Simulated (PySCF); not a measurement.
# Which method gave which barrier?

Saddle point of CH₇BO, closed shell (BH₃O ([BH2][OH]) + CH₄ → CH₅B ([BH2][CH3]) + H₂O (still joined by a long B–O bond); bonds formed: B1–C6, O2–H5; bonds broken: H5–C6; bonds weakened to dative contacts: B1–O2), PBE0-D4/def2-TZVP structure:

```csv
atom,x (Å),y (Å),z (Å)
B1,0.1408,0.3019,-0.7510
O2,-1.4252,0.1017,-0.7383
H3,0.6906,-0.5241,-1.4273
H4,0.4144,1.4553,-0.9139
H5,-0.7367,-0.1257,0.2734
C6,0.4732,-0.0874,0.9448
H7,-1.6467,-0.7206,-1.1839
H8,0.4103,-1.1184,1.3042
H9,0.1472,0.6044,1.7249
H10,1.5322,0.1130,0.7670
```

PySCF 2.14 with density fitting (its default auxiliary sets; JK sets also for MP2 and CCSD(T)); basis: def2-TZVPP, with def2-QZVPP for the basis limit; cores frozen in the correlated methods. Extrapolation: Hartree–Fock as exp(−7.88 √X), correlation as X^−2.97. Four methods, as single points on the PBE0-D4 structures, gave these electronic barriers from the start structure: 182.6, 196.3, 244.9, 307.3 kJ/mol.

Task: The methods were, in alphabetical order, BHLYP-D4, HF, PBE-D4, PBE0-D4. Which gave which? (A judgement: the text doesn't fix the answer.)

Result: By the calculation: PBE-D4 182.6; PBE0-D4 196.3; BHLYP-D4 244.9; HF 307.3 kJ/mol. For comparison, CCSD(T) at an estimated basis limit (MP2 extrapolated from triple and quadruple zeta, plus CCSD(T) − MP2 in triple zeta) gives 219.4 kJ/mol.

No T1 diagnostic of these runs exceeds 0.013. The start structure is not quite a true minimum (one mode of 45i cm⁻¹).

Labels in which every atom is bracketed show which atoms are joined, not bond orders.

For scale, one of the runs: CCSD(T)/def2-TZVPP, 191 basis functions, launched by `OMP_NUM_THREADS=4 python run.py`. Hardware: 4 CPU threads of an Intel Xeon, shared host. Wall time 5.6 min; peak host memory 2 GiB.
